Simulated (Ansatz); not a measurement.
For As (model structure, started from the hcp type, P6₃/mmc, No. 194, 2 atoms in the cell), PBEsol in Ansatz (plane waves, PAW) gives:

* **lattice parameter a**: 2.942 Å
* **c axis length**: 4.901 Å

Q: What does r²SCAN (PAW; Ansatz, a quantum-chemistry and plane-wave program) give for the same quantities?

A: 
- lattice constant a: 2.969 Å (rises by 0.9 %)
- lattice parameter c: 4.979 Å (increases by 1.6 %)

Changes are worked out from the printed values.

Unless a cell is named, each level is at its own relaxed cell (PBEsol 18.36, r²SCAN 19.00 Å³/atom).

Ansatz's density-functional and Hartree–Fock values are scalar-relativistic unless marked +SOC, with PAW data made under PBE.

A model structure was made by putting elements into a prototype or built by hand; it is no filed structure, need not be a known phase, and can be a saddle point held by its symmetry.
